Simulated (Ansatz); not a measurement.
C$_{3}$H$_{7}$FO$_{2}$, SMILES `COC(F)OC`, relaxed with RKS PBE0-D4/def2-TZVP in Ansatz from a PBE-D4/def2-SVP geometry. The force threshold is 0.005 eV/Å; the program also tests the step.

Charge 0, multiplicity 1.

Start:

```xyz
13

C     1.221   -0.070    1.635
O     0.550    0.533    0.541
C     0.464   -0.263   -0.589
F     1.703   -0.414   -1.165
O    -0.328    0.353   -1.524
C    -1.695    0.436   -1.160
H     2.295   -0.249    1.409
H     0.754   -1.042    1.921
H     1.144    0.627    2.490
H     0.095   -1.294   -0.321
H    -2.230    0.885   -2.018
H    -2.128   -0.573   -0.958
H    -1.845    1.071   -0.261
```

| step | energy (eV) | largest force (eV/Å) | largest move (Å) |
| --- | --- | --- | --- |
| 1 | -10029.1210 | 0.579 | 0.000 |
| 2 | -10029.1735 | 0.189 | 0.028 |
| 3 | -10029.1789 | 0.029 | 0.014 |
| 4 | -10029.1790 | 0.009 | 0.005 |
| 5 | -10029.1791 | 0.016 | 0.012 |
| 6 | -10029.1791 | 0.006 | 0.004 |
| 7 | -10029.1791 | 0.004 | 0.003 |

End:

```xyz
13

C     1.216   -0.079    1.622
O     0.562    0.542    0.535
C     0.457   -0.249   -0.578
F     1.681   -0.417   -1.154
O    -0.324    0.360   -1.510
C    -1.686    0.431   -1.146
H     2.274   -0.249    1.405
H     0.742   -1.036    1.873
H     1.125    0.596    2.471
H     0.087   -1.256   -0.311
H    -2.216    0.836   -2.006
H    -2.085   -0.565   -0.917
H    -1.834    1.085   -0.283
```

Run time 18 s (2 threads of an AMD EPYC 7R13 on a shared host and a share of an NVIDIA H100 80 GB); peak host memory 0.88 GiB.
